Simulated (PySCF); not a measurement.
# NO+: bond curves at several levels of theory

One table from this session's results is given with a row withheld; the runs are named, their logs left out.

Program: PySCF 2.14.0. Level of theory: N def2-TZVPPD, O def2-TZVPPD, no relativity. These are calculated values, not measurements.

Set-up of the first run:

A driver script around PySCF takes these settings:

```yaml
atoms: N, O
charge: 1
basis: N def2-TZVPPD, O def2-TZVPPD
Hamiltonian: no relativity
basis_functions: 77
electrons_treated: 14
masses_in_u: 14.0031, 15.9949
levels: PBE0, PBE, r²SCAN, BLYP, B3LYP, B97-3, PW91, BHandHLYP, CAM-B3LYP, HF, MP2, SCS-MP2, CCSD, CCSD(T)
grid: 80 radial by 434 angular points
occupations: held fixed by the projection of orbital angular momentum
dissociation_limit: N + O+, each in its ground configuration
starting_distance_in_angstrom: 1.355
values_of_2S_to_try: 0, 2, 4
```

Started as:

```console
$ OMP_NUM_THREADS=1 python dia.py task.json out
```

Among the steps run: The job; First curve: PBE0; Excited determinants; PBE (GGA); r²SCAN (meta-GGA); BLYP (GGA); B3LYP; B97-3 (global hybrid GGA); PW91; BHandHLYP; CAM-B3LYP (range-separated hybrid); RHF (mean field); Correlated methods on the Hartree–Fock reference.

One of the session's tables, all rows but one given; the rest of the session is left out.

Energy (eV) from each level's lowest point:

| R (Å) | RHF | RHF-MP2 | RHF-SCS-MP2 | RHF-CCSD | RHF-CCSD(T) |
| --- | --- | --- | --- | --- | --- |
| 0.908 | 2.076 | 3.253 | 3.159 | n/a | n/a |
| 0.950 | 0.766 | 1.628 | 1.550 | 1.333 | 1.457 |
| 0.993 | 0.134 | 0.653 | 0.595 | 0.446 | 0.524 |
| 1.024 | 0.000 | 0.242 | 0.201 | 0.113 | 0.153 |
| 1.056 | ? | ? | ? | ? | ? |
| 1.088 | 0.365 | 0.000 | 0.000 | 0.061 | 0.017 |
| 1.130 | 0.939 | 0.130 | 0.162 | 0.347 | 0.238 |
| 1.183 | 1.899 | 0.490 | 0.567 | 0.935 | 0.735 |
| 1.246 | 3.272 | 1.078 | 1.217 | 1.850 | 1.525 |
| 1.331 | 5.272 | 1.955 | 2.187 | n/a | n/a |

**Question.** Estimate the row for R (Å) = 1.056.

Worked estimate for «RHF». A straight line through the neighbours (1.024, 0.000) and (1.088, 0.365) gives 0.000 + (0.365 − 0.000) × (1.056 − 1.024) / (1.088 − 1.024) = 0.182; a parabola fitted to 4 rows on both sides gives 0.095.

As computed: RHF: 0.093; RHF-MP2: 0.040; RHF-SCS-MP2: 0.019; RHF-CCSD: 0.000; RHF-CCSD(T): 0.000. In «RHF» the line misses by +0.089 and the parabola by +0.002.
